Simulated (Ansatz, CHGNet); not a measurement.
For antifluorite Mg2Sn, the machine-learned potential CHGNet 0.3.0 (trained on PBE and PBE+U data) gives:

| Item | Result |
|---|---|
| elastic constant C11 | 42.0 GPa |
| elastic constant C44 | 3.62 GPa |
| polycrystal shear modulus | 3.69 GPa |

What does LC-ωPBE (Ansatz, a quantum-chemistry and plane-wave program, PAW) give for the same quantities?


- elastic constant C11: 105 GPa (increases by 150 %)
- elastic constant C44: 46.5 GPa (goes up by 1200 %)
- Voigt–Reuss–Hill shear modulus: 43.2 GPa (grows by 1100 %)

Changes are worked out from the printed values.

Unless a cell is named, each level is at its own relaxed cell (CHGNet 0.3.0 26.36, LC-ωPBE 24.84 Å³/atom).

Ansatz's density-functional and Hartree–Fock values are scalar-relativistic unless marked +SOC, with PAW data made under PBE.
